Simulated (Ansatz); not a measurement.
Geometry optimisation, RKS PBE/def2-SVP in Ansatz 0.2.0.

input.yaml

```yaml
crystal:
  periodic: [false, false, false]
  atoms:
    - { symbol: O, position_ang: [-0.32787, -1.26917, -0.03838] }
    - { symbol: Si, position_ang: [0.26691, 0.28678, 0.14745] }
    - { symbol: S, position_ang: [-0.76615, 1.68029, -0.91081] }
    - { symbol: H, position_ang: [-1.10444, -1.29516, -0.58934] }
    - { symbol: H, position_ang: [1.68848, 0.1262, -0.22369] }
    - { symbol: H, position_ang: [0.24306, 0.47107, 1.61477] }
total_charge: -1
basis:
  gaussian: { orbitals: def2-SVP }
hamiltonian:
  xc: pbe
relax:
  f_tol: 0.02
  max_steps: 50
```

Run as:

```bash
$ ansatz run input.yaml --threads 1 --pin off --max-ram 2048MiB --backend cpu --events-out ev --progress --plain --runs-dir out
```

Problem. Where does it end, and by what steps?

Solution. The run converged. Limits of this set-up: an anion without diffuse functions, the dipole of an ion depends on the origin. After 6 steps the energy has fallen by 0.158 eV; H4 moved furthest, 0.13 Å.

```tsv
step	energy less start (eV)	largest force component (eV/Å)	accepted
0	0.0000	1.620	yes
1	-0.1085	0.963	yes
2	-0.1376	0.494	yes
3	-0.1496	0.153	yes
4	-0.1566	0.174	yes
5	-0.1581	0.057	yes
6	-0.1583	0.008	yes
```

```xyz
6
Properties=species:S:1:pos:R:3
O -0.361 -1.337 -0.030
Si 0.253 0.274 0.145
S -0.836 1.620 -0.953
H -1.110 -1.181 -0.640
H 1.749 0.138 -0.189
H 0.306 0.486 1.668
```

Time of the run: 9.8 s on 1 thread of AMD EPYC 7R43 64-Core Processor (Zen 3) (shared host), peak memory 0.14 GiB.
